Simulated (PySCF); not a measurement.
LiH, SMILES [LiH].

The structure is a stationary point at PBE0-D3(BJ)/def2-TZVPD.

Level of theory: PySCF with TDA-B3LYP/def2-TZVPD.

Vertical excitations; the highest root listed may be one member of a degenerate set. Gas-phase values at a fixed geometry. State labels are in the subgroup C2v.

Task: List the lowest excited states. (The exact figures need the calculation; the answer reports its results.)

Result: 
| state | symmetry | energy (eV) | λ (nm) | f | main pairs |
|---|---|---|---|---|---|
| S1 | A1 | 3.32 | 374 | 0.082 | HOMO→LUMO 97 % |
| S2 | B2 | 4.31 | 288 | 0.200 | HOMO→LUMO+2 (degenerate set) |
| S3 | B1 | 4.31 | 288 | 0.200 | HOMO→LUMO+1 (degenerate set) |
| S4 | A1 | 5.96 | 208 | 0.002 | HOMO→LUMO+3 91 % |
| S5 | B2 | 6.29 | 197 | 0.016 | HOMO→LUMO+5 (degenerate set) |
| S6 | B1 | 6.29 | 197 | 0.016 | HOMO→LUMO+4 (degenerate set) |
| S7 | A1 | 6.54 | 190 | 0.008 | HOMO→LUMO+6 91 % |
| S8 | A1 | 8.85 | 140 | 0.271 | HOMO→LUMO+7 97 % |
| S9 | B2 | 9.99 | 124 | 0.374 | HOMO→LUMO+9 (degenerate set) |
| S10 | B1 | 9.99 | 124 | 0.374 | HOMO→LUMO+8 (degenerate set) |
| T1 | A1 | 2.71 | 457 | 0 | HOMO→LUMO 97 % |
| T2 | B1 | 3.96 | 313 | 0 | HOMO→LUMO+1 (degenerate set) |
| T3 | B2 | 3.96 | 313 | 0 | HOMO→LUMO+2 (degenerate set) |
| T4 | A1 | 5.41 | 229 | 0 | HOMO→LUMO+3 92 % |
Triplets are in the Tamm–Dancoff approximation.
